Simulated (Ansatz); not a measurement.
Ansatz (an electronic-structure program) input (B3LYP/LANL2DZ): The .json file is the Basis Set Exchange's LANL2DZ.

Ansatz 0.2 input:
```yaml
crystal:
  periodic: [false, false, false]
  atoms:
    - {symbol: C, position_ang: [-0.00159204, -0.00021295, -0.45999677]}
    - {symbol: C, position_ang: [0.00380641, 0.00050915, 1.09980700]}
    - {symbol: F, position_ang: [-0.02191591, 1.25327827, -0.84171461]}
    - {symbol: F, position_ang: [1.09229255, -0.61076651, -0.84470792]}
    - {symbol: F, position_ang: [-1.07911077, -0.64368004, -0.83717749]}
    - {symbol: N, position_ang: [0.00772575, 0.00103340, 2.23224164]}
    - {symbol: H, position_ang: [0.01124075, 0.00150357, 3.24784744]}
basis:
  gaussian:
    orbitals: LANL2DZ.json
hamiltonian:
  xc: {name: B3LYP}
total_charge: 1
relax: {f_tol: 0.003, max_steps: 120}
```

What final total energy does it give?

-430.68664 Eh.
